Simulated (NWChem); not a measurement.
# Correlation energy of phosphine (H3P)

```
P
H 1 1.4287
H 1 1.4287 2 92.92
H 1 1.4287 2 92.92 3 -93.08
```
Charge 0, spin multiplicity 1.

Program: NWChem. Structure: optimised with PBE0/def2-SVP, a minimum by its harmonic frequencies.

Basis set: 3-21G. Each correlation energy counts from its own Hartree-Fock reference.

```
method        correlation energy (mHa)  difference from CCSD(T)
------------  ------------------------  -----------------------
CCSD                             -87.8                     +0.8
CR-CCSD(T)                       -88.5                     +0.1
MP2                              -66.3                    +22.3
CCSDT                            -88.8                     -0.2
CCSD(T)                          -88.6                      0.0
CR-CCSD[T]                       -88.5                     +0.1
SCS-MP2                          -73.9                    +14.7
CCSD+T(CCSD)                     -88.6                      0.0
```

The values span 22.5 mHa, from CCSDT (lowest) to MP2 (highest). 

The correlated methods keep 5 core orbitals frozen. Differences from the coupled-cluster row are differences between methods, not errors against experiment.
